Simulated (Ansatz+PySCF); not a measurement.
Two shapes of doublet CH₂N.

Shape 1:

```xyz
4

H     0.0000    0.1009   -1.5030
C     0.0000   -0.3151   -0.4888
N     0.0000    0.3462    0.5451
H     0.0000   -0.1321    1.4467
```

Shape 2:

```xyz
4

H     0.0000    0.0867   -1.4683
C     0.0000   -0.3104   -0.5004
N     0.0000    0.3510    0.5335
H     0.0000   -0.1273    1.4352
```

Basis set: cc-pVTZ (spherical functions). Left uncorrelated: 2 orbitals. Correlation on ROHF uses semicanonical orbitals with singles. Charge 0, multiplicity 2.

Computed with Ansatz (development build ahead of 0.2.0) and PySCF 2.14.0; each method stands on the lowest determinant of its kind that the runs found.

(1) Which shape is lower in energy, and by how much in each method?

Answers

(1)

```tsv
method	E(2) − E(1) (eV)
ROHF	0.022
ROHF-MP2	0.037
UHF-CCSD	0.037
ROHF-CCSD(T)	0.040
UHF-CCSD(T)	0.040
```

Shape 1 is lower. Caution for ROHF-MP2: forces differ strongly between restricted and unrestricted references.
